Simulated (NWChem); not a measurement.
# HF (hydrogen fluoride): levels of theory compared

Wanted: a comparison of 6 runs (HF/SBKJC-VDZ, HF/DGauss-DZVP, HF/jorge-DZP, B3LYP/6-31+G*, B3LYP/6-31++G**, B3LYP/6-311++G(2d,2p)) of HF (hydrogen fluoride). 

The results are computed with NWChem 7.3.0.

4 further runs of the same task are left out: 4 set aside as unsound or not needed.

## Step 1: The system as given

HF has 2 atoms, charge 0, and is taken as a singlet. As SMILES, `F`. Geometry: relaxed at PBE0-D4/def2-TZVP.

Bond lengths: F1–H2 0.920 Å.

## Step 2: Energy and gradient at HF/SBKJC-VDZ (core potential) (run 1)

calc.nw

```
start calc
title "FH"
memory 2200 mb

geometry units atomic noautosym nocenter noautoz
F  -0.73699319  0.27325440 -0.37114221
H   0.73699319 -0.27325440  0.37114221
end

basis "ao basis" spherical bse
* library SBKJC-VDZ
end

ecp bse
F library SBKJC-VDZ
end

scf
thresh 1e-08
maxiter 80
print low
end

task scf gradient
```

Command:

```bash
$ nwchem calc.nw > calc.out
```

Standard output:

```text
[...]
  functions       =    10
[...]
  wavefunction    = RHF
[...]
         Total SCF energy =    -24.422427199377
      One-electron energy =    -49.583036594818
      Two-electron energy =     21.134090936731
 Nuclear repulsion energy =      4.026518458710
        Time for solution =      0.0s
[...]
                         RHF ENERGY GRADIENTS
    atom               coordinates                        gradient
                 x          y          z           x          y          z
   1 F      -0.736993   0.273254  -0.371142    0.002518  -0.000934   0.001268
   2 H       0.736993  -0.273254   0.371142   -0.002518   0.000934  -0.001268
 Task  times  cpu:        0.1s     wall:        0.1s
 Total times  cpu:        0.1s     wall:        0.1s
```

Wall time 0.61 s (1 thread of Intel Xeon Platinum 8375C at 2.90GHz (Ice Lake), shared host); peak memory 0.098 GiB.

## Step 3: Energy and forces at HF/DGauss-DZVP (run 2)

job.nw

```
start job
title "FH gradient"
memory stack 880 mb heap 220 mb global 1100 mb
charge 0

geometry units angstrom noautosym nocenter noautoz
 F     -0.390000     0.144600    -0.196400
 H      0.390000    -0.144600     0.196400
end

basis spherical bse
 * library DGauss-DZVP
end

scf
 thresh 1e-08
 maxiter 80
 print low
end

task scf gradient
```

Command:

```bash
$ nwchem job.nw > job.out
```

Standard output:

```text
[...]
  functions       =    16
[...]
  wavefunction    = RHF
[...]
         Total SCF energy =   -100.022481490175
      One-electron energy =   -150.527309320253
      Two-electron energy =     45.327875144048
 Nuclear repulsion energy =      5.176952686031
        Time for solution =      0.2s
[...]
                         RHF ENERGY GRADIENTS
    atom               coordinates                        gradient
                 x          y          z           x          y          z
   1 F      -0.736993   0.273254  -0.371142   -0.012407   0.004600  -0.006248
   2 H       0.736993  -0.273254   0.371142    0.012407  -0.004600   0.006248
 Task  times  cpu:        0.3s     wall:        0.3s
 Total times  cpu:        0.3s     wall:        0.3s
```

Run time: 0.84 s. Hardware: 1 thread of Intel Xeon Platinum 8375C at 2.90GHz (Ice Lake), shared host; peak memory 0.099 GiB.

## Step 4: Energy and gradient at HF/jorge-DZP (run 3)

calc.nw

```
start calc
title "FH hf"
memory total 2200 mb
charge 0

geometry units angstrom noautosym nocenter noautoz
F    -0.390000    0.144600   -0.196400
H     0.390000   -0.144600    0.196400
end

basis spherical bse
F library jorge-DZP
H library jorge-DZP
end

scf
thresh 1e-08
maxiter 80
noprint "final vectors analysis"
end

task scf gradient
```

Command:

```bash
$ nwchem calc.nw > calc.out
```

Standard output:

```text
[...]
  functions       =    20
[...]
  wavefunction    = RHF
[...]
         Total SCF energy =   -100.043871860186
      One-electron energy =   -150.600401361354
      Two-electron energy =     45.379576815137
 Nuclear repulsion energy =      5.176952686031
        Time for solution =      0.3s
[...]
                         RHF ENERGY GRADIENTS
    atom               coordinates                        gradient
                 x          y          z           x          y          z
   1 F      -0.736993   0.273254  -0.371142   -0.013723   0.005088  -0.006911
   2 H       0.736993  -0.273254   0.371142    0.013723  -0.005088   0.006911
[...]
```

It took 0.88 s on 1 thread of Intel Xeon Platinum 8375C at 2.90GHz (Ice Lake), shared host; peak memory 0.097 GiB.

Runs 4 to 5 aren't shown in full; the table further down has their settings and results.

## Step 5: NMR shieldings at B3LYP/6-311++G(2d,2p) (run 6)

work.nw

```
START work
memory total 2200 mb
charge 0

GEOMETRY units bohr noautosym nocenter noautoz
 F     -0.73699319     0.27325440    -0.37114221
 H      0.73699319    -0.27325440     0.37114221
END

BASIS "ao basis" spherical bse
 F library "6-311++G(2d,2p)"
 H library "6-311++G(2d,2p)"
END

DFT
 xc b3lyp
 grid fine
 convergence energy 1e-08
 maxiter 100
 mulliken
 noprint "final vectors analysis"
END

PROPERTY
 shielding
END

TASK dft property
```

Command:

```bash
$ nwchem work.nw > work.out
```

Standard output:

```text
[...]
          Wavefunction type:  closed shell.
          No. of atoms     :     2
          No. of electrons :    10
[...]
          Charge           :     0
          Spin multiplicity:     1
[...]
          AO basis - number of functions:    37
[...]
              XC Information
              --------------
                         B3LYP Method XC Potential
                     Hartree-Fock (Exact) Exchange  0.200
                        Slater Exchange Functional  0.800 local
                    Becke 1988 Exchange Functional  0.720 non-local
              Lee-Yang-Parr Correlation Functional  0.810
                  VWN I RPA Correlation Functional  0.190 local
[...]
 d= 0,ls=0.0,diis     1   -100.4498207813 -1.06D+02  1.37D-02  4.04D-01     0.2
[...]
 d= 0,ls=0.0,diis     7   -100.4847041166 -2.44D-10  7.75D-08  6.24D-11     0.7
         Total DFT energy =     -100.484704116552
      One electron energy =     -150.444727086384
           Coulomb energy =       55.611288017988
    Exchange-Corr. energy =      -10.828217352211
 Nuclear repulsion energy =        5.176952304056
[...]
      Total Density - Mulliken Population Analysis
     ---------------------------------------------
    Atom       Charge   Shell Charges
 -----------   ------   -------------------------------------------------------
    1 F    9     9.35   1.08  0.92  1.19  1.09  2.35  0.90  1.69 -0.03  0.17  0.00  0.01
    2 H    1     0.65   0.26  0.24  0.07  0.00  0.03  0.05
[...]
           isotropic =     410.2705
[...]
           isotropic =      29.7190
[...]
```

It took 3.3 s on 1 thread of Intel Xeon Platinum 8375C at 2.90GHz (Ice Lake), shared host; peak memory 0.11 GiB.

## Step 6: All runs side by side

```
run                                  level  core potential      task  energy (Eh)  wall time
  1          HF/SBKJC-VDZ (core potential)       SBKJC-VDZ  gradient   -24.422427     0.61 s
  2                         HF/DGauss-DZVP               –  gradient  -100.022481     0.84 s
  3                           HF/jorge-DZP               –  gradient  -100.043872     0.88 s
  4    B3LYP/6-31+G* (spherical functions)               –       nmr  -100.441512      1.4 s
  5  B3LYP/6-31++G** (spherical functions)               –       nmr  -100.450458      1.7 s
  6                  B3LYP/6-311++G(2d,2p)               –       nmr  -100.484704      3.3 s
```

## Step 7: What came out

```
                        quantity          value
             run 6: total energy  -100.48470 Eh
            run 6: dipole moment         1.88 D
run 6: isotropic shielding of F1      410.3 ppm
run 6: isotropic shielding of H2       29.7 ppm
```

**Reading.** Over runs 3, 5, 6 the dipole moment (its size) runs from 1.88 D (B3LYP/6-311++G(2d,2p)) to 2.04 D (HF/jorge-DZP). The two ends differ in method and basis. Some runs of one species differ in core potentials or relativity; totals across that change don't compare. All runs together took 8.8 s, the longest 3.3 s.
